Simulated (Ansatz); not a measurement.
**CO (singlet): wave-function methods side by side at distance O1–C2 = 1.123 Å, 6-31G**

How much of the correlation energy of CO (singlet) does each wave-function method recover here?

Computed with Ansatz 0.2.0, Gaussian basis. Level: 6-31G, core rule «outside noble gas», up to 2 orbitals frozen.

To be run: UHF; CCSD(T) on RHF; BCCD(T) on RHF; CISD; CCSDT(Q) on RHF; CISDTQ; CCSDTQ on RHF; CASSCF and MRCISD+Q, 2 electrons in 2 orbitals; CASSCF and NEVPT2, 2 electrons in 2 orbitals; CASSCF and MRCISD+Q, 10 electrons in 8 orbitals; CASSCF and MRCISD+Q(relaxed), 10 electrons in 8 orbitals; CASSCF and NEVPT2, 10 electrons in 8 orbitals; Full CI.

22 further runs of the same task are left out: 15 that didn't finish, 7 set aside as unsound or not needed.

### 1 The system

The geometry derives from a PBE0/def2-TZVP stationary point (not a proven minimum). One bond is set to the value named and the two fragments are kept rigid.

2 atoms, charge 0, spin multiplicity 1.

Atoms are counted from 1 here; the program's logs count them from 0.

Bond lengths: O1–C2 1.123 Å.

### 2 UHF

Input file in.yaml:

```yaml
crystal:
  periodic: [false, false, false]
  atoms:
    - {symbol: O, position_ang: [0.000000, 0.000000, 0.000000]}
    - {symbol: C, position_ang: [0.000000, 0.000000, 1.123387]}
basis:
  gaussian: {orbitals: 6-31G}
magnetization: {spin_polarized: true, initial_magnetization: 0}
hamiltonian: {xc: hf}
output: {orbitals: {seedname: orbitals}}
```

On the command line:

```
ansatz run in.yaml --threads 1 --pin off --events-out ev --progress --plain --max-ram 2393MiB
```

After this run come: CCSD(T) on RHF; BCCD(T) on RHF; CISD; CCSDT(Q) on RHF; CISDTQ; CCSDTQ on RHF; CASSCF and MRCISD+Q, 2 electrons in 2 orbitals; CASSCF and NEVPT2, 2 electrons in 2 orbitals; CASSCF and MRCISD+Q, 10 electrons in 8 orbitals; CASSCF and MRCISD+Q(relaxed), 10 electrons in 8 orbitals; CASSCF and NEVPT2, 10 electrons in 8 orbitals; Full CI.

Before running them: what should the planned runs give, taken together? Wanted: FCI below the RHF energy; RMP2 from FCI; RCCSD from FCI; RCCSD(T) from FCI; RCCSDT(Q) from FCI; NEVPT2 pair from FCI; MRCISD+Q pair from FCI; NEVPT2 valence from FCI; T1 diagnostic.

**Answer**, as computed:

| quantity | value |
| --- | --- |
| FCI below the RHF energy | -5.8650 eV |
| RMP2 from FCI | +177.1 meV |
| RCCSD from FCI | +254.9 meV |
| RCCSD(T) from FCI | +33.0 meV |
| RCCSDT(Q) from FCI | -0.8 meV |
| NEVPT2 pair from FCI | +256.6 meV |
| MRCISD+Q pair from FCI | +148.8 meV |
| NEVPT2 valence from FCI | +514.6 meV |
| levels within 1 kcal/mol (43 meV) | RCCSD(T), BCCD(T), RCCSDT, CISDTQ, RCCSDT(Q), RCCSDTQ, MRCISD+Q valence, MRCISD+Q(relaxed) valence |
| T1 diagnostic | 0.021 |
| effectively unpaired electrons | 0.07 |

In words: RCCSD(T) misses by +33.0 meV, 0.6 % of the correlation energy. One determinant dominates. Of the multireference levels listed MRCISD+Q(relaxed) valence comes nearest in total energy (+0.3 meV), which doesn't show that its space is the better one. These misses are within one basis, not against nature.
